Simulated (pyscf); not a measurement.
PySCF, gas phase, ωB97X-D3(BJ)/def2-SVP geometries.

Task: PBE/def2-TZVP puts the barrier of CH₄ + [Cl–Hf(Cl)–Cl]• → H₃C–Hf(Cl)(Cl)–Cl + H• (substitution at C; doublet surface; C–H broken, C–Hf formed) at 1.84 eV and the reaction energy at +1.44 eV, from the separated reactants. What do PBE0-D3(BJ)/def2-TZVP, M06-2X/def2-TZVP, ωB97M-D3(BJ)/def2-TZVP give on the same structures?

Result: PBE0-D3(BJ): ΔE‡ = 1.95 eV, ΔE = +1.42 eV; M06-2X: ΔE‡ = 2.25 eV, ΔE = +1.60 eV; ωB97M-D3(BJ): ΔE‡ = 2.24 eV, ΔE = +1.51 eV. PBE's barrier lies under all of them, by 0.12 to 0.41 eV. Its reaction energy lies among theirs. Low barriers are usual for a GGA, whose delocalisation error favours stretched bonds. One saddle was located; it need not be the lowest between these sides. The angle at the attacked C is 180°. Open-shell species with a d-block atom are single-reference here; other states, and whether the spin sits on metal or ligand, were not checked. Elements past Kr carry the def2 core potentials, without spin-orbit coupling.
